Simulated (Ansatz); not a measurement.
# SiCP+ (triplet): wave-function methods side by side, cc-pVTZ

The task here is to estimate one member of a computed series from the others.

Program: Ansatz 0.2.0, Gaussian basis. Level of theory: cc-pVTZ, core rule «outside noble gas», up to 11 orbitals frozen. These are calculated values, not measurements.

To be run: UHF; CCSD(T) on ROHF; CCSD(T) on UHF; BCCD(T) on ROHF; CCSDT(Q) on ROHF; CCSDT(Q) on UHF; CASSCF and NEVPT2, 12 electrons in 12 orbitals.

5 further runs of the same task are left out: 5 set aside as unsound or not needed.

## What is computed

The geometry is a PBE0/def2-TZVP stationary point (not a proven minimum) of the parent state, kept for this charge and spin.

3 atoms, charge 1, spin multiplicity 3.

Atoms are counted from 1 here; the program's logs count them from 0.

Bond lengths: P1–C2 1.580 Å, C2–Si3 1.754 Å. Angles: P1–C2–Si3 180.0°.

Coordinates:

```xyz
3
CPSi
P     0.0000    0.0000   -1.6379
C     0.0000    0.0000   -0.0582
Si    0.0000    0.0000    1.6962
```

The first run:

File in.yaml:

```yaml
crystal:
  periodic: [false, false, false]
  atoms:
    - {symbol: P, position_ang: [0.000000, 0.000000, -1.637933]}
    - {symbol: C, position_ang: [0.000000, 0.000000, -0.058233]}
    - {symbol: Si, position_ang: [0.000000, 0.000000, 1.696167]}
basis:
  gaussian: {orbitals: cc-pVTZ}
total_charge: 1
magnetization: {spin_polarized: true, initial_magnetization: 2}
hamiltonian: {xc: hf}
output: {orbitals: {seedname: orbitals}}
```

Launch:

```sh
$ ansatz run in.yaml --threads 1 --pin off --events-out ev --progress --plain --max-ram 4096MiB --backend cpu
```

Among the steps run: UHF; CCSD(T) on ROHF; CCSD(T) on UHF; BCCD(T) on ROHF; CCSDT(Q) on ROHF; CCSDT(Q) on UHF; CASSCF and NEVPT2, 12 electrons in 12 orbitals.

One of the session's tables, all rows but one given; the rest of the session is left out.

```
        method  from RCCSDT(Q) (meV)
          RMP2               +1431.2
          UMP2               +1952.4
         RCCSD                +896.1
         UCCSD                +877.6
      RCCSD(T)                +144.7
      UCCSD(T)                +162.5
       BCCD(T)                +128.6
        RCCSDT                 +97.9
        UCCSDT                 +86.8
     RCCSDT(Q)                     0
     UCCSDT(Q)                 -16.8
CASSCF valence               +6741.6
NEVPT2 valence                     ?
```

**Question.** Estimate the row for NEVPT2 valence.

**Answer.** from RCCSDT(Q) (meV): +1440.3. In the column «from RCCSDT(Q) (meV)» it lies between RMP2 (+1431.2) and UMP2 (+1952.4).

Left out of the table: ROHF, UHF (another determinant or state than the rows shown).

Limits of these values: Warnings: coupled cluster took another determinant than the lowest; large T1 diagnostic. Restricted and unrestricted rows rest on different reference determinants; where their highest levels disagree by more than a few hundredths of an eV, they describe different states and don't form one ladder.
